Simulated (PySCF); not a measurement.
MnH (septet state).
Z-matrix (Å and degrees, PBE0-D3(BJ)/def2-SVP geometry), rows numbered from 1:
```
Mn
H   1  1.7561
```

Level of theory: PBE0-D3(BJ)/def2-SVP geometry optimisation, gas phase in PySCF.

Masses are those of the commonest isotopes; rigid-rotor values at the optimised geometry. 

What are the moment of inertia and the rotational constant?

I = 3.052 u·Å², B = 505379 MHz·u·Å²/I = 165596 MHz (5.5237 cm⁻¹, or 7.947 K as hB/k). For two atoms I = μr² with μ = 0.9897 u and r = 1.7561 Å.

If the electronic state has orbital angular momentum about the axis (Π, Δ; not determined here), the simple ladder of levels BJ(J+1) doesn't apply.

No PBE0-D3(BJ)/def2-SVP frequencies stand behind this structure, so it isn't proved a minimum. ⟨S²⟩ = 12.002 (exact for a septet: 12.00). No vibrational averaging or centrifugal distortion is included, and the geometry carries the error of its method.

Hardware: one thread, x86-64 server, no GPU, on a shared host. Cost: 3.2 s. This is the geometry optimisation.

***

Species: CoF2 (quartet state).
SMILES: `[F][Co][F]`

Theory: PySCF 2.14.0, PBE0-D3(BJ)/def2-SVP geometry optimisation, gas phase.

Masses are those of the commonest isotopes; rigid-rotor values at the optimised geometry. 

**Question.** What are the moment of inertia and the rotational constant?

**Answer.** I = 111.101 u·Å², B = 505379 MHz·u·Å²/I = 4549 MHz (0.1517 cm⁻¹, or 0.218 K as hB/k).

If the electronic state has orbital angular momentum about the axis (Π, Δ; not determined here), the simple ladder of levels BJ(J+1) doesn't apply.

PBE0-D3(BJ)/def2-SVP frequencies: not computed here. ⟨S²⟩ = 3.756 (exact for a quartet: 3.75). These are rigid-rotor constants of the computed structure; measured ground-state constants (B0) also hold zero-point vibration.

Caution for open-shell metal species: one SCF solution and one stationary point were followed, and a lower state or a bent or distorted shape isn't ruled out.

***

Compound: CrF₂ (quintet state).
Z-matrix (Å and degrees, PBE0-D3(BJ)/def2-SVP geometry), rows numbered from 1:
```
Cr
F   1  1.8025
F   1  1.8025  2  179.93
```

Method: PySCF, PBE0-D3(BJ)/def2-SVP geometry optimisation, gas phase.

Masses are those of the commonest isotopes; rigid-rotor values at the optimised geometry. 

What are the moment of inertia and the rotational constant?

I = 123.445 u·Å², B = 505379 MHz·u·Å²/I = 4094 MHz (0.1366 cm⁻¹, or 0.196 K as hB/k).

If the electronic state has orbital angular momentum about the axis (Π, Δ; not determined here), the simple ladder of levels BJ(J+1) doesn't apply.

No PBE0-D3(BJ)/def2-SVP frequencies stand behind this structure, so it isn't proved a minimum. ⟨S²⟩ = 6.008 (exact for a quintet: 6.00). Constants of a rigid frame at the computed geometry: no zero-point averaging, no centrifugal distortion.

For an open-shell metal species like this, the optimisation's SCF solution wasn't tested for stability and no frequencies at its level were run, so a lower state or another shape may exist.
